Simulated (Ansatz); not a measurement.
in.yaml

```yaml
crystal:
  periodic: [false, false, false]
  atoms:
    - {symbol: Cl, position_ang: [-0.781088, 0.000000, 0.000000]}
    - {symbol: H, position_ang: [0.497712, 0.000000, 0.000000]}
    - {symbol: C, position_ang: [1.878912, 0.000000, 0.000000]}
    - {symbol: H, position_ang: [2.293380, 0.000000, 0.996161]}
    - {symbol: H, position_ang: [2.293380, 0.000000, -0.996161]}
basis:
  gaussian: {orbitals: cc-pVDZ}
magnetization: {spin_polarized: false, initial_magnetization: 2}
correlation: {method: sc_nevpt2, electrons: outside_noble_gas, active_space: {window: {electrons: 4, orbitals: 4}, states: [{multiplicity: 4, weights: []}]}}
```

```sh
$ ansatz run in.yaml --threads 1 --pin off --events-out ev --progress --plain --max-ram 2393MiB
```

Q: How does this run end?

A: Refused. The input was made wrong on purpose (impossible set of states or weights), so the run isn't a sound calculation of what was asked.
```
Error: set 0 has no weights, but each of its states needs one positive weight
```
